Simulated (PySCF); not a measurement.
Compound: C5H6O.
Z-matrix (Å and degrees, GFN2-xTB geometry), rows numbered from 1:
```
C 
C   1  1.4768
C   2  1.3484  1  135.14
C   3  1.4673  2   92.55  1   179.58
O   4  1.1971  3  137.13  2  -179.79
C   2  1.5153  1  129.80  3   179.53
H   1  1.0901  2  110.08  3   -61.82
H   1  1.0896  2  110.38  3    56.44
H   1  1.0869  2  110.80  3   177.54
H   3  1.0744  2  134.11  1    -0.27
H   6  1.0891  2  115.99  1   -64.91
H   6  1.0891  2  116.02  1    65.57
```

Probes without a nucleus sit at each ring's centroid and 1 Å off its mean plane on both sides; NICS is minus the shielding there, NICSzz its component along the normal. Level: GIAO PBE0/pcSseg-1 (PySCF, non-relativistic, gas phase) on the GFN2-xTB geometry, one conformer.

Ring bond lengths (Å), with Mayer bond orders in brackets: C2–C3 1.348 (1.63), C3–C4 1.467 (1.01), C4–C6 1.548 (0.95), C6–C2 1.515 (1.04).

Q: Give the NICS values of each ring in ppm.

A: 
| ring | type | NICS(0) | NICS(1), two faces | NICS(1)zz, two faces | rms pucker (Å) | centre to ring atoms, mean (Å) |
| --- | --- | --- | --- | --- | --- | --- |
| C2–C3–C4–C6 | 4-membered carbocycle; formal bonds 1 double, 3 single | 5.3 | -2.6 / -2.6 | 0.9 / 0.8 | 0.00 | 1.04 |

Q: What can be read from them?

A: 
- C2–C3–C4–C6: mean NICS(1)zz 0.9 ppm, near zero. C6 has four or more neighbours, and the NICS criterion for π rings isn't applied. NICS(0) lies 8 ppm above the mean NICS(1).

Q: What is the mean of the two in-plane components of NICS at the second NICS(1) probe listed for ring C2–C3–C4–C6, 1 Å off the ring?

A: The isotropic value is a third of the trace: (3 × -2.6 − (0.8))/2 = -4.3 ppm.

Q: Give the inner angles of the rings and the Hirshfeld charges of the ring atoms.

A: 
- C2–C3–C4–C6: C2 95.1° (+0.056 e), C3 92.6° (-0.072 e), C4 89.1° (+0.144 e), C6 83.3° (-0.088 e); sum 360.0° against 360° for a flat convex ring.

Q: How shielded are the nuclei of the rings and their hydrogens (means over atoms taken as equivalent)?

A: 
| atoms | environment | σ isotropic (ppm) |
| --- | --- | --- |
| C2 | fully substituted alkene carbon | 0.9 |
| C3 | alkene CH carbon | 44.5 |
| C4 | ketone carbonyl carbon | -0.1 |
| C6 | sp3 carbon next to a carbonyl | 131.0 |
| H10 | vinylic hydrogen | 25.81 |
| H11 (×2) | methylene hydrogen | 28.53 |

Time: 11 s wall (with the writing of density and orbital grids); peak memory 0.65 GiB. Hardware: one thread, Arm Neoverse V2 (aarch64), shared host. This is the whole shielding run at PBE0/pcSseg-1, SCF included.
